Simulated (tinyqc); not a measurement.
Inside a calculation (part 2 of 2). Method: UHF in the sto-3g basis, for H2O, spin multiplicity 1. Computed by tinyqc, a small Python program that keeps every step (integrals from PySCF). Command: `OMP_NUM_THREADS=1 python tinyqc.py 23287 23288 out.jsonl` (the two numbers bound the seeds that draw the settings). One thread of a shared host (Intel(R) Xeon(R) Processor @ 2.60GHz), about 0.1 s of CPU time with the checks.

Geometry (angstrom):
```
atom,x,y,z
O,0.000000,0.000000,0.000000
H,0.000000,0.710000,0.547000
H,0.000000,-0.710000,0.547000
```

## Iteration 2: DIIS over 2 matrices

error matrix X^T (FDS - SDF) X (alpha):
```
,1,2,3,4,5,6,7
1,0.000000,0.000000,0.006281,0.000000,0.025345,0.000000,0.108794
2,0.000000,0.000000,0.000000,-0.073174,0.000000,0.112120,0.000000
3,-0.006281,0.000000,0.000000,0.000000,0.006995,0.000000,0.033526
4,0.000000,0.073174,0.000000,0.000000,0.000000,0.016484,0.000000
5,-0.025345,0.000000,-0.006995,0.000000,0.000000,0.000000,0.014131
6,0.000000,-0.112120,0.000000,-0.016484,0.000000,0.000000,0.000000
7,-0.108794,0.000000,-0.033526,0.000000,-0.014131,0.000000,0.000000
```

B (overlaps of the stored error matrices):
```
,1,2
1,2.5052902e+00,5.0223042e-01
2,5.0223042e-01,1.2835034e-01
```

Minimise |sum c_i e_i|^2 with sum c_i = 1: solve [B -1; -1 0][c; lambda] = [0; -1] with B_ij = tr e_i^T e_j summed over both spins, and take F = sum c_i F_i.

DIIS coefficients: -0.229490  1.229490

extrapolated F(alpha) (hartree):
```
,1O 1s,1O 2s,1O 2px,1O 2py,1O 2pz,2H 1s,3H 1s
1O 1s,-20.276933,-5.173627,0.000000,0.000000,-0.031861,-1.380823,-1.380823
1O 2s,-5.173627,-2.490920,0.000000,0.000000,-0.159343,-1.154122,-1.154122
1O 2px,0.000000,0.000000,-0.402351,0.073669,0.000000,-0.008428,0.008428
1O 2py,0.000000,0.000000,0.073669,-0.398768,0.000000,-0.432165,0.432165
1O 2pz,-0.031861,-0.159343,0.000000,0.000000,-0.415977,-0.405154,-0.405154
2H 1s,-1.380823,-1.154122,-0.008428,-0.432165,-0.405154,-0.688897,-0.481879
3H 1s,-1.380823,-1.154122,0.008428,0.432165,-0.405154,-0.481879,-0.688897
```

extrapolated F(beta) (hartree):
```
,1O 1s,1O 2s,1O 2px,1O 2py,1O 2pz,2H 1s,3H 1s
1O 1s,-20.276933,-5.173627,0.000000,0.000000,-0.031861,-1.380823,-1.380823
1O 2s,-5.173627,-2.490920,0.000000,0.000000,-0.159343,-1.154122,-1.154122
1O 2px,0.000000,0.000000,-0.402351,-0.073669,0.000000,0.008428,-0.008428
1O 2py,0.000000,0.000000,-0.073669,-0.398768,0.000000,-0.432165,0.432165
1O 2pz,-0.031861,-0.159343,0.000000,0.000000,-0.415977,-0.405154,-0.405154
2H 1s,-1.380823,-1.154122,0.008428,-0.432165,-0.405154,-0.688897,-0.481879
3H 1s,-1.380823,-1.154122,-0.008428,0.432165,-0.405154,-0.481879,-0.688897
```

## Iteration 2: diagonalisation and new density

X:
```
,1,2,3,4,5,6,7
1O 1s,-0.290214,0.000000,0.769155,0.000000,-0.613400,0.000000,0.141994
1O 2s,1.275039,0.000000,-0.293911,0.000000,-0.291577,0.000000,0.411100
1O 2px,0.000000,0.000000,0.000000,1.000000,0.000000,0.000000,0.000000
1O 2py,0.000000,0.973874,0.000000,0.000000,0.000000,0.695106,0.000000
1O 2pz,0.576167,0.000000,0.639450,0.000000,0.655927,0.000000,0.185018
2H 1s,-0.796340,-0.934659,-0.144121,0.000000,0.115634,0.362136,0.370169
3H 1s,-0.796340,0.934659,-0.144121,0.000000,0.115634,-0.362136,0.370169
```

D(alpha) after iteration 1:
```
,1O 1s,1O 2s,1O 2px,1O 2py,1O 2pz,2H 1s,3H 1s
1O 1s,1.054249,-0.227514,0.000000,0.000000,0.042438,-0.014000,-0.014000
1O 2s,-0.227514,1.007325,0.000000,0.000000,-0.253798,-0.008644,-0.008644
1O 2px,0.000000,0.000000,0.980443,-0.135701,0.000000,0.128973,-0.128973
1O 2py,0.000000,0.000000,-0.135701,0.489992,0.000000,0.236413,-0.236413
1O 2pz,0.042438,-0.253798,0.000000,0.000000,0.715522,0.197956,0.197956
2H 1s,-0.014000,-0.008644,0.128973,0.236413,0.197956,0.213197,-0.095135
3H 1s,-0.014000,-0.008644,-0.128973,-0.236413,0.197956,-0.095135,0.213197
```

D(beta) after iteration 1:
```
,1O 1s,1O 2s,1O 2px,1O 2py,1O 2pz,2H 1s,3H 1s
1O 1s,1.054249,-0.227514,0.000000,0.000000,0.042438,-0.014000,-0.014000
1O 2s,-0.227514,1.007325,0.000000,0.000000,-0.253798,-0.008644,-0.008644
1O 2px,0.000000,0.000000,0.980443,0.135701,0.000000,-0.128973,0.128973
1O 2py,0.000000,0.000000,0.135701,0.489992,0.000000,0.236413,-0.236413
1O 2pz,0.042438,-0.253798,0.000000,0.000000,0.715522,0.197956,0.197956
2H 1s,-0.014000,-0.008644,-0.128973,0.236413,0.197956,0.213197,-0.095135
3H 1s,-0.014000,-0.008644,0.128973,-0.236413,0.197956,-0.095135,0.213197
```

overlap S:
```
,1O 1s,1O 2s,1O 2px,1O 2py,1O 2pz,2H 1s,3H 1s
1O 1s,1.000000,0.236704,0.000000,0.000000,0.000000,0.062326,0.062326
1O 2s,0.236704,1.000000,0.000000,0.000000,0.000000,0.515586,0.515586
1O 2px,0.000000,0.000000,1.000000,0.000000,0.000000,0.000000,0.000000
1O 2py,0.000000,0.000000,0.000000,1.000000,0.000000,0.327709,-0.327709
1O 2pz,0.000000,0.000000,0.000000,0.000000,1.000000,0.252474,0.252474
2H 1s,0.062326,0.515586,0.000000,0.327709,0.252474,1.000000,0.287567
3H 1s,0.062326,0.515586,0.000000,-0.327709,0.252474,0.287567,1.000000
```

A level shift of 0.2 hartree raises the virtual space: F + shift (S - S D(s) S), with D(s) the density of one spin. Diagonalise F' = X^T F X, C = X C', fill 5 alpha and 5 beta electrons from the bottom; D(s) = C_occ C_occ^T. Each column has its largest component positive (the first on a tie).

F' = X^T F X (alpha) (hartree):
```
,1,2,3,4,5,6,7
1,0.551167,0.000000,1.401466,0.000000,-0.857815,0.000000,-0.045241
2,0.000000,1.029670,0.000000,0.115191,0.000000,0.128651,0.000000
3,1.401466,0.000000,-9.481312,0.000000,9.013813,0.000000,-3.824376
4,0.000000,0.115191,0.000000,-0.398440,0.000000,0.045349,0.000000
5,-0.857815,0.000000,9.013813,0.000000,-9.390243,0.000000,3.903014
6,0.000000,0.128651,0.000000,0.045349,0.000000,-0.682099,0.000000
7,-0.045241,0.000000,-3.824376,0.000000,3.903014,0.000000,-2.885692
```

orbital energies (alpha) (hartree): MO1 -20.285925, MO2 -1.329764, MO3 -0.696346, MO4 -0.485272, MO5 -0.403475, MO6 0.894882, MO7 1.048952

coefficients C (alpha):
```
,MO1,MO2,MO3,MO4,MO5,MO6,MO7
1O 1s,0.994021,-0.230037,0.000000,0.106478,0.000000,-0.141115,0.000000
1O 2s,0.027797,0.809715,0.000000,-0.551723,0.000000,1.002656,0.000000
1O 2px,0.000000,0.000000,-0.125402,0.000000,0.988755,0.000000,0.081471
1O 2py,0.000000,0.000000,0.624410,0.000000,-0.004905,0.000000,1.020633
1O 2pz,0.004988,0.160675,0.000000,0.796224,0.000000,0.738595,0.000000
2H 1s,-0.006674,0.161503,0.419638,0.243731,0.127488,-0.848406,-0.901321
3H 1s,-0.006674,0.161503,-0.419638,0.243731,-0.127488,-0.848406,0.901321
```

F' = X^T F X (beta) (hartree):
```
,1,2,3,4,5,6,7
1,0.551167,0.000000,1.401466,0.000000,-0.857815,0.000000,-0.045241
2,0.000000,1.029670,0.000000,-0.115191,0.000000,0.128651,0.000000
3,1.401466,0.000000,-9.481312,0.000000,9.013813,0.000000,-3.824376
4,0.000000,-0.115191,0.000000,-0.398440,0.000000,-0.045349,0.000000
5,-0.857815,0.000000,9.013813,0.000000,-9.390243,0.000000,3.903014
6,0.000000,0.128651,0.000000,-0.045349,0.000000,-0.682099,0.000000
7,-0.045241,0.000000,-3.824376,0.000000,3.903014,0.000000,-2.885692
```

orbital energies (beta) (hartree): MO1 -20.285925, MO2 -1.329764, MO3 -0.696346, MO4 -0.485272, MO5 -0.403475, MO6 0.894882, MO7 1.048952

coefficients C (beta):
```
,MO1,MO2,MO3,MO4,MO5,MO6,MO7
1O 1s,0.994021,-0.230037,0.000000,0.106478,0.000000,-0.141115,0.000000
1O 2s,0.027797,0.809715,0.000000,-0.551723,0.000000,1.002656,0.000000
1O 2px,0.000000,0.000000,0.125402,0.000000,0.988755,0.000000,-0.081471
1O 2py,0.000000,0.000000,0.624410,0.000000,0.004905,0.000000,1.020633
1O 2pz,0.004988,0.160675,0.000000,0.796224,0.000000,0.738595,0.000000
2H 1s,-0.006674,0.161503,0.419638,0.243731,-0.127488,-0.848406,-0.901321
3H 1s,-0.006674,0.161503,-0.419638,0.243731,0.127488,-0.848406,0.901321
```

D(alpha) after iteration 2:
```
,1O 1s,1O 2s,1O 2px,1O 2py,1O 2pz,2H 1s,3H 1s
1O 1s,1.052332,-0.217380,0.000000,0.000000,0.052778,-0.017833,-0.017833
1O 2s,-0.217380,0.960809,0.000000,0.000000,-0.309055,-0.003886,-0.003886
1O 2px,0.000000,0.000000,0.993362,-0.083152,0.000000,0.073431,-0.073431
1O 2py,0.000000,0.000000,-0.083152,0.389912,0.000000,0.261401,-0.261401
1O 2pz,0.052778,-0.309055,0.000000,0.000000,0.659814,0.219980,0.219980
2H 1s,-0.017833,-0.003886,0.073431,0.261401,0.219980,0.277882,-0.106817
3H 1s,-0.017833,-0.003886,-0.073431,-0.261401,0.219980,-0.106817,0.277882
```

D(beta) after iteration 2:
```
,1O 1s,1O 2s,1O 2px,1O 2py,1O 2pz,2H 1s,3H 1s
1O 1s,1.052332,-0.217380,0.000000,0.000000,0.052778,-0.017833,-0.017833
1O 2s,-0.217380,0.960809,0.000000,0.000000,-0.309055,-0.003886,-0.003886
1O 2px,0.000000,0.000000,0.993362,0.083152,0.000000,-0.073431,0.073431
1O 2py,0.000000,0.000000,0.083152,0.389912,0.000000,0.261401,-0.261401
1O 2pz,0.052778,-0.309055,0.000000,0.000000,0.659814,0.219980,0.219980
2H 1s,-0.017833,-0.003886,-0.073431,0.261401,0.219980,0.277882,-0.106817
3H 1s,-0.017833,-0.003886,0.073431,-0.261401,0.219980,-0.106817,0.277882
```

## Iteration 10 (converged): orbitals

converged F(alpha) (hartree):
```
,1O 1s,1O 2s,1O 2px,1O 2py,1O 2pz,2H 1s,3H 1s
1O 1s,-20.226435,-5.163947,0.000000,0.000000,-0.031263,-1.378539,-1.378539
1O 2s,-5.163947,-2.468521,0.000000,0.000000,-0.155649,-1.135397,-1.135397
1O 2px,0.000000,0.000000,-0.396510,0.000000,0.000000,0.000000,0.000000
1O 2py,0.000000,0.000000,0.000000,-0.368153,0.000000,-0.410172,0.410172
1O 2pz,-0.031263,-0.155649,0.000000,0.000000,-0.391707,-0.387649,-0.387649
2H 1s,-1.378539,-1.135397,0.000000,-0.410172,-0.387649,-0.667721,-0.475468
3H 1s,-1.378539,-1.135397,0.000000,0.410172,-0.387649,-0.475468,-0.667721
```

converged F(beta) (hartree):
```
,1O 1s,1O 2s,1O 2px,1O 2py,1O 2pz,2H 1s,3H 1s
1O 1s,-20.226435,-5.163947,0.000000,0.000000,-0.031263,-1.378539,-1.378539
1O 2s,-5.163947,-2.468521,0.000000,0.000000,-0.155649,-1.135397,-1.135397
1O 2px,0.000000,0.000000,-0.396510,0.000000,0.000000,0.000000,0.000000
1O 2py,0.000000,0.000000,0.000000,-0.368153,0.000000,-0.410172,0.410172
1O 2pz,-0.031263,-0.155649,0.000000,0.000000,-0.391707,-0.387649,-0.387649
2H 1s,-1.378539,-1.135397,0.000000,-0.410172,-0.387649,-0.667721,-0.475468
3H 1s,-1.378539,-1.135397,0.000000,0.410172,-0.387649,-0.475468,-0.667721
```

Diagonalise F' = X^T F X, C = X C', fill 5 alpha and 5 beta electrons from the bottom; D(s) = C_occ C_occ^T. Each column has its largest component positive (the first on a tie).

F' = X^T F X (alpha) (hartree):
```
,1,2,3,4,5,6,7
1,0.355240,0.000000,1.338306,0.000000,-0.868639,0.000000,0.006966
2,0.000000,0.808353,0.000000,0.000001,0.000000,0.124578,0.000000
3,1.338306,0.000000,-9.462567,0.000000,8.996493,0.000000,-3.802025
4,0.000000,0.000001,0.000000,-0.396510,0.000000,0.000000,0.000000
5,-0.868639,0.000000,8.996493,0.000000,-9.355197,0.000000,3.908313
6,0.000000,0.124578,0.000000,0.000000,0.000000,-0.641305,0.000000
7,0.006966,0.000000,-3.802025,0.000000,3.908313,0.000000,-2.867052
```

orbital energies (alpha) (hartree): MO1 -20.235545, MO2 -1.302364, MO3 -0.651933, MO4 -0.460017, MO5 -0.396510, MO6 0.668349, MO7 0.818981

coefficients C (alpha):
```
,MO1,MO2,MO3,MO4,MO5,MO6,MO7
1O 1s,0.993975,-0.230726,0.000000,0.105661,0.000000,-0.140930,0.000000
1O 2s,0.027997,0.811887,0.000000,-0.552587,0.000000,1.000416,0.000000
1O 2px,0.000000,0.000000,-0.000001,0.000000,1.000000,0.000000,0.000000
1O 2py,0.000000,0.000000,0.609809,0.000000,0.000000,0.000000,1.029435
1O 2pz,0.004979,0.151726,0.000000,0.791681,0.000000,0.745340,0.000000
2H 1s,-0.006711,0.161588,0.440273,0.251902,0.000001,-0.845999,-0.900494
3H 1s,-0.006711,0.161588,-0.440273,0.251902,-0.000001,-0.845999,0.900494
```

F' = X^T F X (beta) (hartree):
```
,1,2,3,4,5,6,7
1,0.355240,0.000000,1.338306,0.000000,-0.868639,0.000000,0.006966
2,0.000000,0.808353,0.000000,-0.000001,0.000000,0.124578,0.000000
3,1.338306,0.000000,-9.462567,0.000000,8.996493,0.000000,-3.802025
4,0.000000,-0.000001,0.000000,-0.396510,0.000000,0.000000,0.000000
5,-0.868639,0.000000,8.996493,0.000000,-9.355197,0.000000,3.908313
6,0.000000,0.124578,0.000000,0.000000,0.000000,-0.641305,0.000000
7,0.006966,0.000000,-3.802025,0.000000,3.908313,0.000000,-2.867052
```

orbital energies (beta) (hartree): MO1 -20.235545, MO2 -1.302364, MO3 -0.651933, MO4 -0.460017, MO5 -0.396510, MO6 0.668349, MO7 0.818981

coefficients C (beta):
```
,MO1,MO2,MO3,MO4,MO5,MO6,MO7
1O 1s,0.993975,-0.230726,0.000000,0.105661,0.000000,-0.140930,0.000000
1O 2s,0.027997,0.811887,0.000000,-0.552587,0.000000,1.000416,0.000000
1O 2px,0.000000,0.000000,0.000001,0.000000,1.000000,0.000000,0.000000
1O 2py,0.000000,0.000000,0.609809,0.000000,0.000000,0.000000,1.029435
1O 2pz,0.004979,0.151726,0.000000,0.791681,0.000000,0.745340,0.000000
2H 1s,-0.006711,0.161588,0.440273,0.251902,-0.000001,-0.845999,-0.900494
3H 1s,-0.006711,0.161588,-0.440273,0.251902,0.000001,-0.845999,0.900494
```

D(alpha) after iteration 10:
```
,1O 1s,1O 2s,1O 2px,1O 2py,1O 2pz,2H 1s,3H 1s
1O 1s,1.052384,-0.217882,0.000000,0.000000,0.053592,-0.017337,-0.017337
1O 2s,-0.217882,0.965297,0.000000,0.000000,-0.314149,-0.008195,-0.008195
1O 2px,0.000000,0.000000,1.000000,-0.000001,0.000000,0.000000,0.000000
1O 2py,0.000000,0.000000,-0.000001,0.371867,0.000000,0.268482,-0.268482
1O 2pz,0.053592,-0.314149,0.000000,0.000000,0.649804,0.223910,0.223910
2H 1s,-0.017337,-0.008195,0.000000,0.268482,0.223910,0.283450,-0.104230
3H 1s,-0.017337,-0.008195,0.000000,-0.268482,0.223910,-0.104230,0.283450
```

D(beta) after iteration 10:
```
,1O 1s,1O 2s,1O 2px,1O 2py,1O 2pz,2H 1s,3H 1s
1O 1s,1.052384,-0.217882,0.000000,0.000000,0.053592,-0.017337,-0.017337
1O 2s,-0.217882,0.965297,0.000000,0.000000,-0.314149,-0.008195,-0.008195
1O 2px,0.000000,0.000000,1.000000,0.000001,0.000000,0.000000,0.000000
1O 2py,0.000000,0.000000,0.000001,0.371867,0.000000,0.268482,-0.268482
1O 2pz,0.053592,-0.314149,0.000000,0.000000,0.649804,0.223910,0.223910
2H 1s,-0.017337,-0.008195,0.000000,0.268482,0.223910,0.283450,-0.104230
3H 1s,-0.017337,-0.008195,0.000000,-0.268482,0.223910,-0.104230,0.283450
```

## Convergence

Stop when the energy changes by less than 1e-10 hartree and every element of the error matrix X^T (F D S - S D F) X (for each spin) is below 3e-06.

Course of the cycle:
```
iteration,E (hartree),change,largest element of the error matrix
1,-73.20981066,-,5.21e-01
2,-74.88840892,-1.68e+00,1.12e-01
3,-74.93525656,-4.68e-02,4.52e-02
4,-74.94137998,-6.12e-03,2.15e-02
5,-74.94302017,-1.64e-03,3.60e-03
6,-74.94306653,-4.64e-05,5.31e-04
7,-74.94306762,-1.09e-06,7.09e-05
8,-74.94306764,-2.30e-08,9.34e-06
9,-74.94306764,-6.04e-10,2.30e-06
10,-74.94306764,-4.01e-11,5.11e-07
```

PySCF UHF in the same basis, after a stability check = -74.94306764 hartree

Converged in 10 iterations.

## Populations, bond orders and dipole

Mulliken: Z minus the diagonal of D S on the atom; Loewdin: the same with S^(1/2) D S^(1/2); Mayer order: 2 sum_s sum (D(s) S)_ij (D(s) S)_ji over the two atoms.

Charges (e):
```
atom,Mulliken,Loewdin,Mulliken spin
1O,-0.429251,-0.288891,0
2H,0.214625,0.144445,0
3H,0.214625,0.144445,0
```

Mayer bond orders:
```
pair,order
2-1,0.939786
3-1,0.939786
3-2,0.014150
```

dipole moment about the origin, x y z (debye): 0.000000  0.000000  1.801011

<S^2> of the determinant (pure state: 0) = 0
